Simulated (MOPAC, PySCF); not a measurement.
AlCl₃, SMILES `[Cl][Al]([Cl])[Cl]`, neutral singlet in the gas phase. 

Cartesian coordinates (Å):
```xyz
4

Cl     2.0420    -0.3320    -0.0061
Al     0.0000     0.0000     0.0000
Cl    -0.7335     1.9344     0.0021
Cl    -1.3085    -1.6024     0.0040
```
Charge 0, spin multiplicity 1.

All levels are single points at this geometry (PBE0-D3(BJ)/def2-TZVP); Pople sets use spherical d functions. Orbital energies aren't observables, and empty levels follow the basis.

HF/3-21G in PySCF gives gap (eV) = 14.15.

### Question
Estimate the gap (eV) from each of these levels: ωB97X-D3(BJ)/def2-TZVP in PySCF; B3LYP/6-311+G** in PySCF; B3LYP/LANL2DZ in PySCF; M06-2X/6-31G* in PySCF; SVWN5/6-31G* in PySCF; HF/STO-3G in PySCF; AM1 in MOPAC; PM3 in MOPAC.

### Answer

| level | gap (eV) |
|---|---|
| ωB97X-D3(BJ)/def2-TZVP in PySCF | 12.63 |
| B3LYP/6-311+G** in PySCF | 7.27 |
| B3LYP/LANL2DZ in PySCF | 7.24 |
| M06-2X/6-31G* in PySCF | 9.95 |
| SVWN5/6-31G* in PySCF | 5.59 |
| HF/STO-3G in PySCF | 16.88 |
| AM1 in MOPAC | 10.81 |
| PM3 in MOPAC | 8.15 |
